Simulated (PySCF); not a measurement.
Gas-phase reaction: i-Si4H10 → 4 SiH + 3 H2

Method: PySCF energies plus ideal-gas RRHO corrections (1 bar). † marks an energy on the PBE0/def2-TZVP geometry and frequencies. MP2 freezes the core. Open shells (unrestricted): SiH (multiplicity 2); the rest are closed-shell singlets. Spin-orbit splitting is ignored; it lowers the true energy and changes the entropy of SiH. MP2 isn't extrapolated to the basis-set limit.

BLYP/def2-TZVP† gives ΔH°(298 K) = 1208 kJ.

**Question.** What do ωB97M-V/def2-TZVP†, HF/def2-TZVP†, MP2/def2-SVP† give?

**Answer.** ωB97M-V/def2-TZVP†: 1345 kJ; HF/def2-TZVP†: 1117 kJ; MP2/def2-SVP†: 1330 kJ. For scale, ΔH°(298 K) is 1208 kJ at this level, 1345 kJ at ωB97M-V/def2-TZVP†, and runs from 1107 to 1562 kJ over the 17 levels computed.
